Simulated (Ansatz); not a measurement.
Two shapes of triplet C₂H₃N.

Shape 1:

```xyz
6

C    -0.0202   -0.0221   -1.1722
C     0.0185   -0.0197    0.2912
N    -0.0230    0.0181    1.4286
H     0.0106   -1.0051   -1.5458
H    -0.8917    0.5016   -1.5292
H     0.8675    0.5253   -1.5435
```

Shape 2:

```xyz
6

C    -0.0067   -0.0074   -1.1739
C     0.0062   -0.0066    0.2826
N    -0.0077    0.0060    1.4329
H     0.0035   -1.0227   -1.5524
H    -0.8927    0.5110   -1.5468
H     0.8847    0.5189   -1.5516
```

Basis set: def2-SVP (spherical functions). Left uncorrelated: 3 orbitals. Charge 0, multiplicity 3.

Computed with Ansatz (development build ahead of 0.2.0); each method stands on the lowest determinant of its kind that the runs found.

**Question.** Which shape is lower in energy, and by how much in each method?

**Answer.**

| method | E(2) − E(1) (eV) |
| --- | --- |
| UHF | -0.208 |
| UHF-MP2 | -0.244 |

Shape 2 is lower. Caution: another spin multiplicity may lie lower.
